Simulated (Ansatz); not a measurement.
input.yaml

```yaml
crystal:
  periodic: [false, false, false]
  atoms:
    - { symbol: Al, position_ang: [0.009736, -0.693316, -0.502276] }
    - { symbol: H, position_ang: [0.205691, -0.053461, 2.180722] }
    - { symbol: H, position_ang: [1.217749, 0.34914, -0.462117] }
    - { symbol: O, position_ang: [-1.517361, -0.052085, -0.904837] }
    - { symbol: H, position_ang: [-2.301571, -0.571117, -0.985753] }
    - { symbol: C, position_ang: [0.068314, 0.02286, 3.26679] }
    - { symbol: H, position_ang: [-0.492183, -0.832539, 3.624531] }
    - { symbol: H, position_ang: [1.040682, 0.048999, 3.744016] }
    - { symbol: H, position_ang: [-0.472656, 0.93472, 3.488923] }
magnetization:
  spin_polarized: true
  initial_magnetization: 1
basis:
  gaussian: { orbitals: "6-31G*" }
hamiltonian:
  xc: hf
relax:
  f_tol: 0.03
  max_steps: 50
output:
  orbitals: {}
```

Launched with:

```bash
$ ansatz run input.yaml --threads 1 --pin off --max-ram 2048MiB --backend cpu --events-out ev --progress --plain --runs-dir out
```

Hardware: 1 thread of Arm Neoverse V1 (shared host).

Problem. Roughly how long does this run take, and how much memory?

Solution. 16 s, with a peak of 0.1 GiB, for 15 ionic steps.
